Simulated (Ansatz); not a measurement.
# LiC− (quintet): wave-function methods side by side, 6-31++G**

One table from this session's results is given with a row withheld; the runs are named, their logs left out.

The runs use Ansatz 0.2.0, Gaussian basis; 6-31++G**, core rule «outside noble gas», up to 2 orbitals frozen.

To be run: UHF; CCSD(T) on ROHF; CCSD(T) on UHF; BCCD(T) on ROHF; CISD; CCSDT(Q) on ROHF; CCSDT(Q) on UHF; Full CI.

24 further runs of the same task are left out: 10 for a known fault of the program, 2 that didn't finish, 12 set aside as unsound or not needed.

## The system

The geometry is a PBE0/def2-TZVPD stationary point (not a proven minimum) of the parent state, kept for this charge and spin.

2 atoms, charge -1, spin multiplicity 5.

Atoms are counted from 1 here; the program's logs count them from 0.

Bond lengths: C1–Li2 2.011 Å.

The first run:

File in.yaml:

```yaml
crystal:
  periodic: [false, false, false]
  atoms:
    - {symbol: C, position_ang: [0.000000, 0.000000, 0.000000]}
    - {symbol: Li, position_ang: [0.000000, 0.000000, 2.011200]}
basis:
  gaussian: {orbitals: "6-31++G**"}
total_charge: -1
magnetization: {spin_polarized: true, initial_magnetization: 4}
hamiltonian: {xc: hf}
output: {orbitals: {seedname: orbitals}}
```

Started as:

```
> ansatz run in.yaml --threads 1 --pin off --events-out ev --progress --plain --max-ram 2393MiB
```

Among the steps run: UHF; CCSD(T) on ROHF; CCSD(T) on UHF; BCCD(T) on ROHF; CISD; CCSDT(Q) on ROHF; CCSDT(Q) on UHF; Full CI.

One of the session's tables, all rows but one given; the rest of the session is left out.

It belongs to the step «Misses and costs». 

| method | from FCI (meV) |
| --- | --- |
| ROHF | +2554.4 |
| UHF | +2511.1 |
| RMP2 | +539.3 |
| UMP2 | +523.6 |
| CISD | ? |
| RCCSD | +82.4 |
| UCCSD | +81.2 |
| RCCSD(T) | +18.9 |
| UCCSD(T) | +17.2 |
| BCCD(T) | +18.9 |
| RCCSDT | +2.3 |
| UCCSDT | +0.6 |
| RCCSDT(Q) | -0.4 |
| UCCSDT(Q) | -2.4 |
| FCI | 0 |

Estimate the missing values for CISD.

The run gave: from FCI (meV): +99.5. In the column «from FCI (meV)» it lies between RCCSD (+82.4) and UMP2 (+523.6).

Caveats from the session: UCCSDT(Q) falls below full CI: unrestricted runs freeze a spin-polarised core, another one than full CI's, and coupled cluster isn't variational. Levels on UHF freeze UHF's core orbitals, full CI those of ROHF, so the U rows can settle a little off it for that reason alone. Restricted and unrestricted rows rest on different reference determinants; where their highest levels disagree by more than a few hundredths of an eV, they describe different states and don't form one ladder.
